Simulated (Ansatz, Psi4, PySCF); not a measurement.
Molecule: C$_{2}$H$_{3}$O$_{2}$, net charge 0, doublet state. SMILES: O=[C]OC
Structure (B3LYP-D3(BJ)/def2-TZVP (Ansatz, an electronic-structure program) minimum search):
```xyz
7

C     -0.9614    -0.0741     0.0045
O     -0.8574    -1.2555    -0.0092
O     -0.0521     0.8706     0.0100
C      1.3414     0.4223    -0.0028
H      1.9343     1.3307     0.0041
H      1.5358    -0.1804     0.8822
H      1.5258    -0.1605    -0.9030
```
Charge 0, spin multiplicity 2.

Wanted: size of the dipole moment, in D. Conventions: non-relativistic; 6-311+G** with 5d; 6-31G* and kin with 6d, 5d where marked; dispersion terms only where a functional's name holds one; open shells spin-unrestricted; spin-orbit terms left out. Ab initio and DFT rows: single points at B3LYP-D3(BJ) geometries (Ansatz).

```json
[
 {"level": "SVWN5/6-31G*", "program": "Ansatz", "size of the dipole moment (D)": "2.62"},
 {"level": "PBE/STO-3G", "program": "Ansatz", "size of the dipole moment (D)": "2.04"},
 {"level": "PBE/6-311+G**", "program": "Ansatz", "size of the dipole moment (D)": "2.76"},
 {"level": "BLYP/6-31G*", "program": "Ansatz", "size of the dipole moment (D)": "2.55"},
 {"level": "BP86/6-31G* (5d)", "program": "PySCF", "size of the dipole moment (D)": "2.59"},
 {"level": "B3LYP/6-31G", "program": "Ansatz", "size of the dipole moment (D)": "2.88"},
 {"level": "B3LYP/6-31G*", "program": "Ansatz", "size of the dipole moment (D)": "2.63"},
 {"level": "B3LYP/cc-pVDZ", "program": "Ansatz", "size of the dipole moment (D)": "2.62"},
 {"level": "B3LYP/6-311+G**", "program": "Ansatz", "size of the dipole moment (D)": "2.82"},
 {"level": "PBE0/6-311+G**", "program": "Ansatz", "size of the dipole moment (D)": "2.81"},
 {"level": "M06-2X/6-31G* (5d)", "program": "PySCF", "size of the dipole moment (D)": "2.63"},
 {"level": "M06-2X/6-311+G**", "program": "PySCF", "size of the dipole moment (D)": "2.80"},
 {"level": "wB97X-D/6-31G*", "program": "Psi4", "size of the dipole moment (D)": "2.70"},
 {"level": "wB97X-D/6-311+G**", "program": "Psi4", "size of the dipole moment (D)": "2.85"}
]
```

No value to compare with is used here. The 14 habitual levels span 2.04 (PBE/STO-3G) to 2.88 D (B3LYP/6-31G).

The levels are drawn from those run, B3LYP/6-31G* more often than the rest, none by its result; runs whose electronic state is in doubt are left out.
